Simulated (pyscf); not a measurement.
A first-order saddle from PySCF, ωB97X-D3(BJ)/def2-SVP:

```xyz
7

Ga    -0.2102    -1.1232     0.0387
O     -1.0439    -1.2193     1.6229
H     -0.9285    -2.0259     2.1367
N     -0.4920     0.3794    -1.0565
H     -1.4734     1.0584    -1.3228
H     -1.2135     1.9488    -1.3292
H      0.0357     0.4226    -1.9345
```

Surface: singlet, charge 0. Lowest wavenumbers (cm⁻¹): 1214i, 142, 192, 254, 308.

Problem. Name the species on either side of this saddle.

Solution. `[OH][Ga]` [singlet] + `[NH3]` <-> `[NH]=[Ga][OH]` + `[H][H]`, a concerted two-bond exchange read from left to right: H–N, H–N broken and Ga–N, H–H formed. At ωB97M-D3(BJ)/def2-TZVP it lies +93.6 kcal/mol from the left side and +33.1 kcal/mol from the right (each side as separated species at their lowest minima found). On the reactant side the descent ends in an adduct with a Ga–N contact, 12.4 kcal/mol under the separated species and 105.2 kcal/mol under the saddle at ωB97X-D3(BJ)/def2-TZVP. What is counted as formed (Ga–N) is already present as a longer contact in the reactant adduct; forming that adduct is a step of its own. The same reactants have a lower exit, to H₂N–Ga [singlet] + H₂O (highest point, the separated products, at +13.5 kcal/mol at ωB97M-D3(BJ)/def2-TZVP, against +93.6 kcal/mol here). HN=Ga–OH lies 10.0 kcal/mol over its isomer H₂N–Ga=O (electronic energy, ωB97M-D3(BJ)/def2-TZVP). One saddle was located; it need not be the lowest between these sides. A restricted solution here is unstable towards spin polarisation, so biradical character is likely and single-reference numbers are less safe. Elements up to Kr have no core potential and no relativistic terms here.
